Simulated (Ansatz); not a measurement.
Results of r²SCAN (Ansatz, a first-principles code, plane waves, PAW) for 2H MoS2.

Settings: plane-wave cutoff 600 eV, 12×12×4 k mesh (along the axes of the cell as run), finite displacements, no spin polarisation, scalar-relativistic PAW data made under PBE.

Cell (relaxed at this level):

```cif
data_Mo2S4
_chemical_formula_sum 'Mo2 S4'
_space_group_name_H-M_alt 'P 1'
_space_group_IT_number 1
_cell_length_a 3.18438
_cell_length_b 3.18438
_cell_length_c 12.99311
_cell_angle_alpha 90.000
_cell_angle_beta 90.000
_cell_angle_gamma 120.000
loop_
_space_group_symop_operation_xyz
  'x, y, z'
loop_
_atom_site_label
_atom_site_type_symbol
_atom_site_fract_x
_atom_site_fract_y
_atom_site_fract_z
_atom_site_occupancy
Mo1 Mo 0.66667 0.33333 0.75000 1
Mo2 Mo 0.33333 0.66667 0.25000 1
S1 S 0.66667 0.33333 0.36950 1
S2 S 0.33333 0.66667 0.86950 1
S3 S 0.33333 0.66667 0.63050 1
S4 S 0.66667 0.33333 0.13050 1
```

Question: Estimate the high-frequency dielectric constant (mean over three axes) and dielectric constant ε0 (ions relaxed) (mean over three axes) that the calculation returns.

Answer: 
* **high-frequency dielectric constant (mean over three axes)**: 11.0
* **dielectric constant ε0 (ions relaxed) (mean over three axes)**: 11.1

Measured, for comparison: high-frequency dielectric constant 12.2 (temperature not stated, not corrected to a static lattice, mean of the two values across and the one along c; as tabulated in Pike et al. (2018), arXiv:1804.02196); static dielectric constant 12.7 (temperature not stated, not corrected to a static lattice, polycrystalline average of the tensor's eigenvalues; as tabulated in Petousis et al. (2017), doi:10.1038/sdata.2016.134). Computed (rounded) less measured: high-frequency dielectric constant -10 %, static dielectric constant -13 %.

Note: the cell comes from a level without a dispersion term, which matters for the spacing of layers, chains or molecules; the cell has widely spaced layers and the level no dispersion term, so their spacing and the moduli can rest on weak binding.
